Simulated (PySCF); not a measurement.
# A diatomic session: NaO−

One job finds the state of NaO−, follows it along the bond with each method and fits the curves.

Program: PySCF 2.14.0. Level of theory: Na aug-cc-pVDZ, O aug-cc-pVDZ, no relativity. These are calculated values, not measurements.

4 further runs of the same task are left out: 4 set aside as unsound or not needed.

**1. Input**

The job is set up so:

* atoms: Na, O
* charge: -1
* basis: Na aug-cc-pVDZ, O aug-cc-pVDZ
* Hamiltonian: no relativity
* basis functions: 50
* electrons treated: 20
* masses in u: 22.9898, 15.9949
* levels: PBE0, PBE, r²SCAN, B97-3, PW91, r²SCANh, LC-ωPBE, MP2, SCS-MP2, CCSD, CCSD(T)
* grid: 80 radial by 434 angular points
* occupations: held fixed by the projection of orbital angular momentum
* dissociation limit: Na + O−, each in its ground configuration
* starting distance in angstrom: 2.275
* values of 2S to try: 0, 2

Launch:

```bash
$ OMP_NUM_THREADS=1 python dia.py task.json out
```

Further steps of the session: PBE0 along the bond; PBE (GGA); r²SCAN; B97-3; PW91 (GGA); r²SCANh; LC-ωPBE (range-separated hybrid); MP2 and coupled cluster.

Q: Predict the outcome of this session. Wanted: for each run, Re; ωe; De; μ.

**Answer**, as computed:

Lowest PBE0 solution found, without spin–orbit coupling: ³Π (triplet), unpaired electrons σ ↑, π ↑.

```tsv
level	Re (Å)	ωe (cm⁻¹)	De (eV)	μ (D)
UHF-MP2	2.145	385	1.84	n/a
UHF-SCS-MP2	2.143	385	1.84	n/a
UHF-CCSD	2.138	388	1.87	n/a
UHF-CCSD(T)	2.145	381	1.86	n/a
PBE	2.169	374	1.82	3.81
PW91	2.165	375	1.85	3.75
r²SCAN	2.150	394	1.89	3.81
r²SCANh	2.143	400	1.90	3.71
PBE0	2.144	397	1.86	3.71
B97-3	2.150	395	1.83	4.16
LC-ωPBE	2.143	397	1.86	3.63
```

De is counted to Na + O− in their ground configurations. A positive dipole points from Na to O; in an ion it is taken about the centre of mass and does not tell which atom is negative.

Differences from CCSD(T) in the same basis:

```tsv
level	Re (mÅ)	ωe (%)
UHF-MP2	0	+0.9
UHF-SCS-MP2	-1	+0.9
UHF-CCSD	-6	+1.9
PBE	+24	-2.0
PW91	+21	-1.8
r²SCAN	+5	+3.3
r²SCANh	-1	+4.8
PBE0	-1	+4.2
B97-3	+5	+3.5
LC-ωPBE	-1	+4.2
```

**Reading.** Against CCSD(T) in the same basis, the bond length is nearest at UHF-MP2 (0 mÅ) and farthest at PBE (+24 mÅ); the wavenumber is nearest at UHF-MP2 and UHF-SCS-MP2 (+0.9 %) and farthest at r²SCANh (+4.8 %). PBE has the long and soft bond that GGAs tend to give. CCSD(T) in a basis this small is itself some way from its limit, more so than the functionals. Of the levels with a De here, PBE gives the least (1.82 eV) and r²SCANh the most (1.90 eV).

Correlated steps freeze 2 core orbitals. At some levels the lowest empty orbital lies below the highest filled one (the two can be of opposite spin). With some functionals the highest level of the anion is positive, from self-interaction error or because the anion is truly unbound there; the finite basis then holds the extra electron, and no neutral molecule was run to test the binding.
